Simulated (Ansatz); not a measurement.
**How methods differ on BH5S (B(H2S)H3)**

BH5S has 7 atoms, charge 0, and is taken as a singlet. SMILES: `[H]B([H])([H])<-S`. The shape is that of a GFN2-xTB optimisation.

```xyz
7

B     0.1276   -0.2172   -0.8171
S     0.1341   -0.2313    1.2224
H     0.5062    1.0375    1.4150
H    -1.1544    0.0677    1.4148
H     1.2802   -0.2170   -1.0756
H    -0.4530    0.7796   -1.0818
H    -0.4407   -1.2192   -1.0778
```

Quantity: the energy change with the B1–S2 bond stretched from 2.040 to 5.099 Å, in eV. The values are calculated.

| level | kind | program | value (eV) | less FCI/STO-3G | CPU time (all runs) |
| --- | --- | --- | --- | --- | --- |
| HF/STO-3G (restricted) | Hartree–Fock | Ansatz | 1.69 | -0.26 | 0.15 s |
| BLYP/STO-3G (restricted) | GGA | Ansatz | 2.21 | +0.26 | 2 s |
| r2SCAN/STO-3G (restricted) | meta-GGA | Ansatz | 2.38 | +0.43 | 4.5 s |
| r2SCAN0/STO-3G (restricted) | hybrid meta-GGA | Ansatz | 2.33 | +0.38 | 4.7 s |
| CAM-B3LYP/STO-3G (restricted) | range-separated hybrid | Ansatz | 2.25 | +0.30 | 2.2 s |
| B2PLYP/STO-3G (restricted) | double hybrid | Ansatz | 2.09 | +0.14 | 2.6 s |
| RPA@PBE/STO-3G (restricted) | RPA | Ansatz | 1.96 | +0.01 | 2.8 s |
| MP2/STO-3G (restricted) | perturbation theory | Ansatz | 1.92 | -0.03 | 0.16 s |
| CCSD/STO-3G (restricted) | coupled cluster or CI | Ansatz | 1.94 | -0.01 | 0.23 s |
| FCI/STO-3G | exact in the basis | Ansatz | 1.95 | 0.00 | 22 s |

FCI/STO-3G is exact within its basis and frozen core, so for wave-function methods in that basis the difference is their error; functionals converge differently with the basis, so for them it is only a difference. The first shape isn't each level's own minimum. The values span 1.69 to 2.38 eV. All rows use very small basis sets, so even the best lies far from the true value. Times are those of the runs behind each value, whatever else they computed, on shared processors of several kinds: orders of magnitude only.
